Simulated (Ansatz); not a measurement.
C2H5S (charge -1), SMILES CC[S-], a comparison of dispersion corrections

Computed with Ansatz 0.2.0, Python API.

`disp_c2h5s.py`:
```python
"""Dispersion corrections for C2H5S(-)."""

import logging
import sys

import ansatz

logging.basicConfig(stream=sys.stdout, format="%(levelname)s %(message)s")
logger = logging.getLogger("c2h5s")
logger.setLevel(logging.INFO)


def main() -> None:
    geometry = (
        ansatz.Crystal.molecule()
        .atom("C", [0.7641, 0.1349, 0.0637])
        .atom("C", [-0.7003, -0.2522, -0.1077])
        .atom("S", [-1.763, 1.1427, 0.4109])
        .atom("H", [1.0077, 0.3654, 1.1074])
        .atom("H", [1.4057, -0.6976, -0.2457])
        .atom("H", [1.0335, 1.0017, -0.551])
        .atom("H", [-0.8866, -1.1606, 0.4773])
        .atom("H", [-0.8611, -0.5344, -1.1549])
    )

    base = (
        geometry.calculation()
        .basis(gaussian="def2-SVP")
        .charge(-1)
    )
    for name in ["revpbe", "r2scan"]:
        for correction in ("d3bj", "d4"):
            summary = base.functional(name, dispersion=correction).run(threads=1).report
            logger.info(f"{name:8s} {correction:5s} total {summary['free_energy_ev']:.5f} eV, of which dispersion {1000 * summary['dispersion']['energy']['ev']:.2f} meV")


if __name__ == "__main__":
    main()
```

Output of `python disp_c2h5s.py`:
```text
INFO revpbe   d3bj  total -12983.70504 eV, of which dispersion -367.67 meV
INFO revpbe   d4    total -12983.88130 eV, of which dispersion -543.93 meV
DeckWarning: the engine holds no damping parameters fitted to this dispersion correction and functional, so the run takes those fitted to r2scan beside the three-body term, which d3bj leaves out (hamiltonian.dispersion, under Limitations)
INFO r2scan   d3bj  total -12983.94539 eV, of which dispersion -36.28 meV
INFO r2scan   d4    total -12983.94552 eV, of which dispersion -36.41 meV
```
(Warnings from the package without file and line.)

Notes:
- These settings explore the input space; basis and method may be short of convergence.
- The geometry is a force-field or estimated start, not a minimum of this method, and the basis set is short of its limit. D4 holds the three-body term, and d3bj doesn't.
- Anions want diffuse functions, which this basis lacks.
- A dispersion term here runs with damping parameters fitted for another variant or functional.
- Run time: 4.3 s on 1 thread of Intel(R) Xeon(R) 6975P-C (Granite Rapids), with other jobs on the host, peak memory 0.18 GiB.

(Lines on the test bed's own set-up are left out of the output.)
